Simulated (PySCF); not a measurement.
# H2O⁺, doublet: the ladder up to RCCSDT

Geometry: that of the H2O, singlet, kept fixed.

```xyz
3

O     0.0000   -0.0653    0.0000
H     0.0000    0.5184   -0.7615
H     0.0000    0.5184    0.7615
```

Basis cc-pVDZ; PySCF 2.14.0. Correlated methods freeze the noble-gas cores, which leaves 7 electrons in 23 orbitals. Prefix R: restricted or restricted open-shell reference; prefix U: unrestricted.

Full CI isn't at hand for all of this; RCCSDT serves as the reference. It lacks quadruple excitations. The frozen core follows each run's orbitals, which can shift R against U totals by a few meV.

The UHF ⟨S²⟩ is 0.756. The T1 diagnostic (ROHF- or RHF-based CCSD) is 0.0124. The largest doubles amplitude (ROHF- or RHF-based CCSD) is 0.034 and the T1 diagnostic (UCCSD) is 0.0067.

```csv
level,E − E(RCCSDT) (kJ/mol),share of correlation (%),wall time
RHF,458.4,0.00,–
UHF,446.5,2.59,–
RMP2,49.8,89.13,–
UMP2,49.8,89.13,–
RCCSD,6.2,98.64,–
UCCSD,6.0,98.68,–
RCCSD(T),0.6,99.87,0.45 s
UCCSD(T),0.5,99.89,0.35 s
UCCSDT,-0.1,100.02,9.6 s
```

The correlation energy at RCCSDT, counted from RHF, is -4.751 eV. That run took 8.7 s on 1 thread of Arm Neoverse V1, shared host.

Times are those of the correlated step on a shared host, with one SCF added for the restricted CCSD run; they ran on 1 thread of Arm Neoverse V1.
